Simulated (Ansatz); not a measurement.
C2H3FO (`CC(=O)F`). Total charge 0; spin multiplicity 1.

```xyz
7

C     0.103    0.429    0.488
C    -0.182   -0.621   -0.527
O    -0.701   -1.671   -0.389
F     0.247   -0.229   -1.747
H    -0.216    0.091    1.471
H     1.171    0.655    0.490
H    -0.422    1.346    0.214
```

Q: List the harmonic frequencies (cm⁻¹, unscaled) at PBE0-D4/def2-TZVP in Ansatz. (Estimate.)

A: Ansatz gave: 128, 418, 577, 609, 862, 1009, 1066, 1219, 1396, 1459, 1466, 1940, 3075, 3145, 3194.

Q: Is this a minimum?

A: Yes, all 15 modes are real.

Q: Give the ideal-gas thermochemistry at 298.15 K and 1 bar (rigid rotor, harmonic oscillator; point group Cs, symmetry number 1).

A: Zero-point energy 129.0 kJ/mol; H(298) − E = 142.7 kJ/mol; entropy 281.8 J/(mol·K), of which translation 160.3, rotation 99.7, vibration 21.8; G(298) − E = 58.7 kJ/mol.

Q: And at 400, 500, 600, 800 and 1000 K?

A: 
```tsv
T (K)	H − E (kJ/mol)	S (J/mol/K)	G − E (kJ/mol)
400	149.8	302.2	29.0
500	158.0	320.3	-2.2
600	167.1	337.0	-35.1
800	187.9	366.8	-105.5
1000	211.1	392.6	-181.5
```

Q: Rotational constants (cm⁻¹)?

A: 0.3712, 0.3261, 0.1794.
